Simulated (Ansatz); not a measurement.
Results of PBEsol (plane waves, PAW; Ansatz, a first-principles code) for zinc-blende HgTe.

A relaxed, unreconstructed slab of the (110) face has 16 atoms, two equal faces of 29.971 Å² each and an energy of -164557.8691 eV. A bulk cell of 4 atoms with the same orientation and in-plane k mesh has -41139.6357 eV. Energies are extrapolated to zero smearing.

Settings: plane-wave cutoff 500 eV, 8×10×1 k mesh (along the axes of the cell as run), Fermi–Dirac smearing 0.05 eV, scalar-relativistic PAW data made under PBE.

Worked out: γ = (E_slab − N E_bulk per atom)/2A = [-164557.8691 − 16 × (-41139.6357/4)]/(2 × 29.971) = 0.0112 eV/Å². With 16.022 J/m² per eV/Å² this is 0.18 J/m², or 0.34 eV per surface cell and face.
